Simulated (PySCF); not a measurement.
Compound: C₅H₇F.
Atom-mapped SMILES: `[CH2:1]=[CH:2][CH2:3]/[CH:4]=[CH:5]/[F:6]` (hydrogens: H7, H8 on C1; H9 on C2; H10, H11 on C3; H12 on C4; H13 on C5)

The calculation used PySCF 2.14.0, PBE0-D3(BJ)/def2-SVP geometry optimisation, gas phase.

Problem. What internal coordinates does the optimisation give?

Solution. 
```tsv
bond	length (Å)
C1=C2	1.332
C2–C3	1.501
C3–C4	1.499
C4=C5	1.328
C5–F6	1.331
C1–H7	1.093
C1–H8	1.095
C2–H9	1.098
C3–H10, C3–H11	1.104
C4–H12	1.096
C5–H13	1.095
```

Bonds in one row agree within 0.01 Å and their mean is given. A selection of angles:
```tsv
angle	degrees
C2–C1–H7	121.5
C2–C1–H8	121.4
H7–C1–H8	117.1
C1–C2–C3	125.0
C1–C2–H9	119.1
C3–C2–H9	115.9
C2–C3–C4	112.5
C2–C3–H10	109.8
C4–C3–H10	110.2
H10–C3–H11	106.5
C3–C4–C5	123.1
C3–C4–H12	118.8
C5–C4–H12	118.1
C4–C5–F6	122.7
C4–C5–H13	124.7
F6–C5–H13	112.6
```

Dihedral angles: C1–C2–C3–C4 120° (anticlinal); C2–C3–C4–C5 -120° (anticlinal); C3–C4–C5–F6 180° (antiperiplanar). The mirror-image conformer, all signs reversed, is as good.

Of the pairs four or more bonds apart, H8···H10 is among the closest relative to their van der Waals radii: 2.45 Å, 102 % of the sum of Bondi's values. The C–C distances run from 1.328 Å (C4=C5, drawn double) to 1.501 Å (C2–C3, drawn single), a spread of 0.173 Å.

Point group: C1 (no symmetry element, even within 0.4 Å). No frequency check. One conformer, not necessarily the lowest.

On one thread of an Arm Neoverse V2, shared host, this took 34 s of wall time and 0.51 GiB of memory at its peak. This is the geometry optimisation.
